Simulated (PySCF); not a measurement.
Compound: CFCl3.
SMILES: `FC(Cl)(Cl)Cl`

The closed-shell ground state was solved at several levels (PySCF, density fitting, gas phase, non-relativistic). Isolated species at its GFN2-xTB geometry, gas phase.

```tsv
level	basis functions	HOMO (eV)	LUMO (eV)	gap (eV)	dipole (D)
PBE/aug-pcSseg-1	151	-7.77	-2.51	5.26	0.28
B3LYP/aug-pcSseg-1	151	-8.95	-1.75	7.20	0.37
BLYP/aug-pcSseg-1	151	-7.62	-2.41	5.21	0.32
LDA/aug-pcSseg-1	151	-7.91	-2.69	5.22	0.32
KT3/aug-pcSseg-1	151	-7.92	-2.67	5.25	0.30
B97-D/aug-pcSseg-1	151	-7.78	-2.46	5.32	0.29
BP86/aug-pcSseg-1	151	-7.87	-2.61	5.26	0.27
OPBE/aug-pcSseg-1	151	-7.80	-2.42	5.38	0.23
PW91/cc-pCVDZ	117	-7.59	-2.19	5.40	0.17
HF/aug-pcSseg-1	151	-12.67	1.43	14.10	0.47
KT2/aug-pcSseg-1	151	-7.88	-2.70	5.18	0.30
```

What might X3LYP/cc-pCVDZ (117 basis functions) give for the same quantities?

HOMO -8.78 eV, LUMO -1.19 eV, gap 7.59 eV, dipole 0.29 D.

Over all these levels, which gives the widest orbital gap and which the narrowest?

HF/aug-pcSseg-1 (Hartree–Fock, all exact exchange) has the widest, 14.10 eV, and KT2/aug-pcSseg-1 (GGA) the narrowest, 5.18 eV. The two share the basis. From the narrowest to the widest the HOMO moves by -4.79 eV and the LUMO by +4.13 eV.

In the aug-pcSseg-1 basis, how does the gap go with the fixed share of exact exchange?

KT2 (0 %) 5.18 eV; BLYP (0 %) 5.21 eV; LDA (0 %) 5.22 eV; KT3 (0 %) 5.25 eV; PBE (0 %) 5.26 eV; BP86 (0 %) 5.26 eV; B97-D (0 %) 5.32 eV; OPBE (0 %) 5.38 eV; B3LYP (20 %) 7.20 eV; HF (100 %) 14.10 eV. Each rise in the share widens the gap here.

How far do the dipole and the HOMO energy spread over the levels?

The dipole runs from 0.17 to 0.47 D (mean 0.30 D) and the HOMO from -12.67 to -7.59 eV.
